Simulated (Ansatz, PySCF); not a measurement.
Molecule: methylsilane, CH₆Si, net charge 0, singlet state. SMILES: C[SiH3]
Geometry from a B3LYP-D3(BJ)/def2-TZVP (Ansatz, a quantum-chemistry and plane-wave program) optimisation:
```
Si
H 1 1.4834
H 1 1.4834 2 108.30
H 1 1.4834 2 108.30 3 -117.24
C 1 1.8761 2 110.62 4 -121.38
H 5 1.0915 1 110.87 2 60.00
H 5 1.0915 6 108.04 1 -121.68
H 5 1.0915 6 108.04 7 -116.65
```
Charge 0, spin multiplicity 1.

B3LYP/6-31G* beside other levels, property by property. Terms: each state is the SCF solution reached for its charge and spin; dispersion terms only where a functional's name holds one; non-relativistic; UHF or UKS for open shells; spin-orbit terms left out; atomisation electronic, to ground-state atoms; valence correlation only; 6-311+G** with 5d, 6d on Na to Ar in Ansatz; 6-31G* and kin with 6d, 5d where marked. Basis-set limits of correlation are two-point, X^-3; Hartree-Fock from the larger set. The bracket is a focal-point correction in the basis named. First-principles rows: single points at B3LYP-D3(BJ) geometries (Ansatz), with unscaled harmonic terms from B3LYP/6-31G* at its own minima, enthalpies of formation by atomisation with measured atoms.

Measured values: Active Thermochemical Tables 1.112 (ions: stationary electron), as tabulated in the package chemicals; G2/97 table in ASE (Curtiss et al.); G2/97 table in ASE (Curtiss et al.), the entry of CH6Si doubted and unchecked; G2/97 table in ASE (Curtiss et al.), the entry of CH6Si doubted and unchecked; they hold spin-orbit and core effects, anharmonicity. Coupled cluster (Ansatz) is a level with limits of its own, used here on species with T1 under 0.025 (0.045 for open shells) and stable references: RI-MP2/CBS(def2-TZVPPD,def2-QZVPPD)+[CCSD(T)-MP2]/def2-TZVPPD.

| property | B3LYP/6-31G* (Ansatz) | B3LYP/6-311+G** (Ansatz) | M06-2X/def2-TZVPD (PySCF) | wB97M-V/def2-TZVPD (Ansatz) | to compare with |
|---|---|---|---|---|---|
| enthalpy of formation at 298 K (kcal/mol) | -0.9 | 0.4 | -3.7 | -7.3 | -7.0 measured |
| atomisation energy (kcal/mol) | 621.9 | 620.6 | 624.8 | 628.4 | 629.1 coupled cluster |
| C-Si bond dissociation enthalpy at 298 K, to [CH3] (CH3) + [SiH3] (SiH3) (kcal/mol) | 83.3 | 81.4 | 86.9 | 89.9 | 89.9 measured |
| H-Si bond dissociation enthalpy at 298 K, to C[SiH2] (CH5Si) + H atom (kcal/mol) | 90.6 | 90.4 | 89.6 | 93.2 | 93.3 coupled cluster |
| vertical ionisation energy to the doublet (eV) | 11.52 | 11.60 | 11.68 | 11.69 | 11.82 coupled cluster |
| C-H bond dissociation enthalpy at 298 K, to [CH2][SiH3] (CH5Si) + H atom (kcal/mol) | 100.0 | 99.1 | 100.3 | 101.1 | 101.8 coupled cluster |

As the rows show:
- enthalpy of formation at 298 K: B3LYP/6-31G* lies 6.1 kcal/mol above the measured value.
- atomisation energy: B3LYP/6-31G* lies 7.2 kcal/mol below coupled cluster.
- C-Si bond dissociation enthalpy at 298 K, to [CH3] (CH3) + [SiH3] (SiH3): B3LYP/6-31G* lies 6.6 kcal/mol below the measured value.
- H-Si bond dissociation enthalpy at 298 K, to C[SiH2] (CH5Si) + H atom: B3LYP/6-31G* lies 2.7 kcal/mol below coupled cluster.
- vertical ionisation energy to the doublet: B3LYP/6-31G* lies 0.30 eV below coupled cluster.
- C-H bond dissociation enthalpy at 298 K, to [CH2][SiH3] (CH5Si) + H atom: B3LYP/6-31G* lies 1.8 kcal/mol below coupled cluster.

The properties are those with a value to compare with, at most eight drawn at random. No case is left out for the size of its miss. Left out are saddle points of the reference geometry, anions that the best level run finds unbound, excited spin states, species near biochemistry, cases with under five habitual levels, runs that failed or whose electronic state is in doubt, and table entries that another table contradicts.
